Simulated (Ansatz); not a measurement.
## Cubic perovskite BaTiO3 (cubic high-temperature phase)

Computed with HSE06 (Ansatz, a quantum-chemistry and plane-wave program, PAW).

Numerical settings: plane-wave cutoff 460 eV, 6×6×6 k mesh, Fermi–Dirac smearing 0.01 eV, no spin polarisation, scalar-relativistic PAW data made under PBE.

Cell (relaxed at this level):

BaTiO3 is taken in the cubic space group Pm-3m (No. 221), the cubic perovskite structure, Pearson symbol cP5. Conventional cell: a = b = c = 3.977 Å, α = β = γ = 90.00°. Ba on 1a is coordinated by 12 O at 2.812 Å (cuboctahedral). Ti on 1b is coordinated by 6 O at 1.988 Å (octahedral). O on 3c is coordinated by 2 Ti at 1.988 Å and 4 Ba at 2.812 Å (octahedral). (Neighbours: up to the widest gap in distance over summed covalent radii, below 1.35, at either atom; cation-cation and far metal-metal contacts left out.)

```yaml
bulk modulus B0: 186 GPa
band_gap: 3.26 eV (on the SCF k mesh)
smallest_direct_gap_on_the_k_points_sampled: 3.32 eV
pressure derivative B′ of the bulk modulus: 4.5
```

Measured, for comparison: band gap 3.2 eV (temperature not stated, not corrected to a static lattice; as tabulated in Matsushita et al. (2011), arXiv:1104.2769); bulk modulus 162 GPa (temperature not stated, not corrected to a static lattice, our sources range from 162 to 173; as tabulated in Matsushita et al. (2011), arXiv:1104.2769). Computed (rounded) less measured: bulk modulus +15 % (+8 % to +15 % over the range).

Note: the relaxation could not lower the start's symmetry, so the cell can be a saddle point above a distorted one.

Spin–orbit coupling is not included.

Computed values are for the static lattice.

It cost about 20 core-minutes (a rough figure) of CPU time.
